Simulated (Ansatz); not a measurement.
Molecule: C$_{2}$H$_{4}$NO (charge -1, singlet). It need not be the lowest isomer of its formula. Whether it binds its extra electron was not tested at this geometry. 
Coordinates optimised at B3LYP-D3(BJ)/def2-TZVP (Ansatz, an electronic-structure program):
```xyz
8

O      0.3996     1.1971     0.4906
C      0.1608     0.0499     0.0146
N      0.9949    -0.8769    -0.4115
C     -1.3275    -0.3368    -0.0888
H     -1.8487     0.3958    -0.7135
H     -1.4628    -1.3358    -0.5063
H     -1.7832    -0.2896     0.9055
H      1.9342    -0.4867    -0.2844
```
Charge -1, spin multiplicity 1.

Parts of the frozen-core correlation energy in aug-cc-pVDZ (Ansatz, hartree). Frozen orbitals: 4; correlated occupied orbitals by spin: 12 and 12; virtual: 112 and 112. Spin-orbit coupling is left out. No relativistic terms.

```json
[
 {"term": "reference (HF)", "value": "-207.41308"},
 {"term": "MP2 opposite-spin", "value": "___"},
 {"term": "MP2 same-spin", "value": "___"},
 {"term": "CCSD correlation", "value": "-0.69644"},
 {"term": "(T)", "value": "___"},
 {"term": "T1 diagnostic", "value": "0.018"},
 {"term": "largest doubles amplitude", "value": "0.033"}
]
```

**Question.** Complete the blanks.

**Answer.** 
- MP2 opposite-spin, value: -0.49775
- MP2 same-spin, value: -0.17610
- (T), value: -0.02786
